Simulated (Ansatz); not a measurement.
Basis-set extrapolation for C₂H₃FS₂ (`FC1SCS1`) (PBE0-D4/def2-TZVP geometry, frozen core, Ansatz). Multiplicity 1, RHF reference.

```csv
,def2-TZVPP,def2-QZVPP
HF,-972.043017,-972.073306
MP2 correlation,-0.923183,-1.000631
CCSD(T) correlation,-1.005308,not run
```

Energies in hartree. Use E(X) = E(∞) + A·exp(−7.88·√X) for Hartree–Fock and E(X) = E(∞) + B·X^(−2.97) for correlation, with X = 3 and 4, and add CCSD(T) minus MP2 of the smaller set to the MP2 limit.

**Question.** What is the CCSD(T) energy at the basis-set limit?

**Answer.** HF limit: -972.073306 + (-0.030289) × 0.13774 = -972.07748. MP2 limit: -1.000631 + (-0.077448) × 0.74074 = -1.05800. Higher-order term: -1.005308 − (-0.923183) = -0.08213. Total: -973.21761 hartree, 106.2 kcal/mol below CCSD(T)/def2-TZVPP.
